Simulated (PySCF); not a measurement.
## Identify the compound

An unknown has the formula C6H10. Its calculated NMR data are:

$^{1}$H NMR (400 MHz, computed): δ 2.30 (q, 4H), 1.17 (t, 6H).

$^{13}$C{$^{1}$H} NMR (computed): δ 88.0 (C, 2C), 17.4 (CH3, 2C), 15.7 (CH2, 2C).

[PySCF: PBE0/pcSseg-1 with gauge-including orbitals; GFN2-xTB structure; one conformer; non-relativistic; no solvent; averaged over atoms made equivalent by symmetry, fast rotation or ring inversion]

δ = σ(ref) − σ, references computed at the same level: $^{1}$H and $^{13}$C against TMS.

Problem. Which of these isomers gave the spectra?
A. C=CC=C(C)C
B. C=C(C)/C=C\C
C. C1=CCCCC1
D. C=CC/C=C\C
E. CCC#CCC

Solution. E. 

Rings plus π bonds: 2 (no ring in the answer). 3 carbon signals for 6 carbons: some carbons are equivalent by symmetry or fast rotation. Carbon types of the structure: 2 × C, 2 × CH2, 2 × CH3, which accounts for all hydrogens. δC 88.0: alkyne carbon; sp carbons lie upfield of alkene carbons because the cylindrical π system leaves one tensor component strongly shielded. δC 17.4: methyl carbon; a saturated carbon with 1 carbon neighbour and no heteroatom attached. δC 15.7: propargylic sp3 CH2; saturated and bonded to C and H only. δH 2.30: hydrogen on a propargylic sp3 CH2. δH 1.17: hydrogen on a methyl carbon.

The others: C=C(C)/C=C\C would give 6 carbon signals, not 3; C=CC=C(C)C would give 6 carbon signals, not 3; C=CC/C=C\C would give 6 carbon signals, not 3; C1=CCCCC1 would give 3 signals for carbon-bound and other non-exchanging H, not 2.

Shifts are as computed. Against solution values, carbons near 30 ppm lie about +3 ppm off and those near 130 ppm about +5 ppm. Of 1211 compounds with measured shifts, 218 miss one by over three times the rms of a fit or turn the order of signals round; such compounds aren't used in these exercises. No couplings were computed; multiplicities are counted from neighbouring protons, with m where these are inequivalent, close in shift, in a saturated or five-membered ring or joined by F or P, and br s for small geminal =CH2 splittings.
